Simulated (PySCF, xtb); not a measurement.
BeH, SMILES [BeH+], charge +1.

GFN2-xTB in xtb at its own geometry gives an orbital gap of 3.87 eV.

Geometry optimised at PBE0-D3(BJ)/def2-TZVPD. The multiplicity is an assumed one; other spin states were not compared.

**Question.** What does PBE0/def2-TZVPD (PySCF) give? (Estimate from the structure and the level; the computed values follow.)

**Answer.** gap 6.56 eV (levels -17.11 and -10.55 eV).
